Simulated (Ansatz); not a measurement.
**Al2H3O−: single points off equilibrium**

One table from this session's results is given with a row withheld; the runs are named, their logs left out.

Method: single points in def2-TZVPPD; program: Ansatz 0.2.0, Gaussian basis.

Correlated methods freeze the cores.

## The starting structure

SMILES `[O-][AlH][AlH2]`, 6 atoms, charge -1, spin multiplicity 1.

Atoms are counted from 1 here; the program's logs count them from 0.

Bond lengths: O1–Al2 1.582 Å, Al2–Al3 2.481 Å, Al2–H4 1.646 Å, Al3–H5 1.581 Å, Al3–H6 1.645 Å. Angles: O1–Al2–Al3 146.8°, O1–Al2–H4 130.0°, Al3–Al2–H4 83.2°, Al2–Al3–H5 116.5°, Al2–Al3–H6 139.9°, H5–Al3–H6 103.6°.

Geometry (Å):

```xyz
6

O    -1.2766   -2.3803    1.0620
Al   -0.6193   -1.2337    0.1928
Al    0.4618    0.9995    0.1793
H    -0.3927   -1.1377   -1.4350
H     0.9063    1.5592   -1.2309
H     0.8844    2.1998    1.2224
```

The first run:

run/in.yaml

```yaml
crystal:
  periodic: [false, false, false]
  atoms:
    - {symbol: O, position_ang: [-1.276600, -2.380300, 1.062000]}
    - {symbol: Al, position_ang: [-0.619300, -1.233700, 0.192800]}
    - {symbol: Al, position_ang: [0.461800, 0.999500, 0.179300]}
    - {symbol: H, position_ang: [-0.392700, -1.137700, -1.435000]}
    - {symbol: H, position_ang: [0.906300, 1.559200, -1.230900]}
    - {symbol: H, position_ang: [0.884400, 2.199800, 1.222400]}
basis:
  gaussian: {orbitals: "def2-TZVPPD.json"}
total_charge: -1
correlation: {method: ccsd_t}
output: {forces: true}
```

The basis file named in the input lies beside it (Basis Set Exchange, JSON).

No record of the launch command was kept for these runs.

Among the steps run: CCSD(T)/def2-TZVPPD; PBE0-D4/def2-TZVPPD; wB97M-V/def2-TZVPPD; r2SCAN-D4/def2-TZVPPD; PBE-D4/def2-TZVPPD; LC-wPBE/def2-TZVPPD; revPBE-D4/def2-TZVPPD.

One of the session's tables, all rows but one given; the rest of the session is left out.

| method | RMS force component (eV/Å) | angle to CCSD(T) forces (°) |
| --- | --- | --- |
| CCSD(T) | 0.960 | reference |
| PBE0-D4 | ? | ? |
| wB97M-V | 0.794 | 4.1 |
| r2SCAN-D4 | 0.873 | 2.8 |
| PBE-D4 | 1.015 | 7.5 |
| LC-wPBE | 0.735 | 7.7 |
| revPBE-D4 | 1.064 | 8.2 |

Estimate the missing values for PBE0-D4.

The run gave: RMS force component (eV/Å): 0.788; angle to CCSD(T) forces (°): 4.9. In the column «RMS force component (eV/Å)» it lies between LC-wPBE (0.735) and wB97M-V (0.794).
